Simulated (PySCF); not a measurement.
## Match the barriers

Saddle point of CH4OSi, singlet (CH₄OSi ([CH3][Si][OH]) → CH₄OSi ([CH3][SiH][O]); bonds formed: H1–Si3; bonds broken: H1–O2), PBE0-D4/def2-TZVP structure:

| atom | x (Å) | y (Å) | z (Å) |
| --- | --- | --- | --- |
| H1 | -0.1989 | -2.2999 | -0.7538 |
| O2 | -1.2827 | -1.6133 | -0.0056 |
| Si3 | 0.0574 | -0.8497 | -0.3300 |
| C4 | 0.3214 | 0.9259 | 0.1943 |
| H5 | 1.2173 | 1.0240 | 0.8139 |
| H6 | -0.5593 | 1.2427 | 0.7626 |
| H7 | 0.4447 | 1.5703 | -0.6813 |

Program: PySCF 2.14 with density fitting (its default auxiliary sets; JK sets also for MP2 and CCSD(T)). Basis: def2-TZVPP, with def2-QZVPP for the basis limit. Cores are frozen in the correlated methods. Extrapolation: Hartree–Fock as exp(−7.88 √X), correlation as X^−2.97. Four methods, as single points on the PBE0-D4 structures, gave these electronic barriers from the start structure: 47.33, 51.50, 54.27, 79.58 kcal/mol.

Q: The methods were, in alphabetical order, HF, MP2, r2SCAN-D4, SPW92. Which gave which? (Judge from chemistry; the calculation decides.)

A: The calculation gives: SPW92 47.33; r2SCAN-D4 51.50; MP2 54.27; HF 79.58 kcal/mol. For comparison, CCSD(T) at an estimated basis limit (MP2 extrapolated from triple and quadruple zeta, plus CCSD(T) − MP2 in triple zeta) gives 57.36 kcal/mol.

T1 diagnostic: at most 0.026. The T1 diagnostic is large here, which may signal multireference character or strong orbital relaxation, so CCSD(T) is less sure. The restricted Hartree–Fock reference is unstable towards an unrestricted one at one or more of these structures. The start structure is not quite a true minimum (one mode of 63i cm⁻¹).

Labels in which every atom is bracketed show which atoms are joined, not bond orders.

For scale, one of the runs: CCSD(T)/def2-TZVPP, 160 basis functions, launched by `OMP_NUM_THREADS=4 python run.py`. Hardware: 4 CPU threads of an INTEL XEON PLATINUM 8581C, shared host. Wall time 67 s; peak host memory 1.1 GiB.
